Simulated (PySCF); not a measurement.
Species: C4H4N2.
SMILES: `[C@@H]1(C=N1)CC#N`

Torsions of this conformer, `[N:1]#[C:2][CH2:3][C@H:4]1[CH:5]=[N:6]1`: C2–C3–C4–C5 94°.

The closed-shell ground state was solved at several levels (PySCF, density fitting, gas phase, non-relativistic). One conformer (not necessarily the lowest) at the PBE0-D3(BJ)/def2-SVP geometry, without solvent, vibrations or thermal averaging.

```json
{"level": "wB97X-D/def2-SVPD", "basis functions": "152", "total energy (Eh)": "-263.9557", "HOMO (eV)": "-10.40", "LUMO (eV)": "0.65", "gap (eV)": "11.05", "dipole (D)": "2.37"}
{"level": "PBE0/pcSseg-1", "basis functions": "122", "total energy (Eh)": "-263.8946", "HOMO (eV)": "-8.43", "LUMO (eV)": "-1.14", "gap (eV)": "7.29", "dipole (D)": "2.36"}
{"level": "mPW1PW91/pcSseg-2", "basis functions": "272", "total energy (Eh)": "-264.2636", "HOMO (eV)": "-8.49", "LUMO (eV)": "-1.29", "gap (eV)": "7.20", "dipole (D)": "2.44"}
```

(1) What might B3LYP/pcJ-1 (202 basis functions) give for the same quantities?

(2) Over all these levels, which gives the widest orbital gap and which the narrowest?

(3) How far do the dipole and the HOMO energy spread over the levels?

Answers

(1) Total energy -264.2454 Eh, HOMO -8.17 eV, LUMO -1.39 eV, gap 6.78 eV, dipole 2.35 D.

(2) wB97X-D/def2-SVPD (range-separated hybrid) has the widest, 11.05 eV, and B3LYP/pcJ-1 (global hybrid, 20 % exact exchange) the narrowest, 6.78 eV. Functional and basis both differ between the two, so the spread mixes both effects.

(3) The dipole runs from 2.35 to 2.44 D (mean 2.38 D) and the HOMO from -10.40 to -8.17 eV.

Note: wB97X-D ran without an empirical dispersion term, which enters the total energy and its gradient alone.
